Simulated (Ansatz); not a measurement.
Basis-set extrapolation for C2H2F2O, SMILES `OC=C(F)F` (PBE0-D4/def2-TZVP geometry, frozen core, Ansatz). Multiplicity 1, RHF reference.

|  | def2-TZVPP | def2-QZVPP |
| --- | --- | --- |
| HF | -350.742936 | -350.758633 |
| MP2 correlation | -1.042224 | -1.130739 |
| CCSD(T) correlation | -1.093444 | not run |

Energies in hartree. Use E(X) = E(∞) + A·exp(−7.88·√X) for Hartree–Fock and E(X) = E(∞) + B·X^(−2.97) for correlation, with X = 3 and 4, and add CCSD(T) minus MP2 of the smaller set to the MP2 limit.

Question: What is the CCSD(T) energy at the basis-set limit?

Answer: HF limit: -350.758633 + (-0.015697) × 0.13774 = -350.76080. MP2 limit: -1.130739 + (-0.088515) × 0.74074 = -1.19631. Higher-order term: -1.093444 − (-1.042224) = -0.05122. Total: -352.00833 hartree, 107.9 kcal/mol below CCSD(T)/def2-TZVPP.
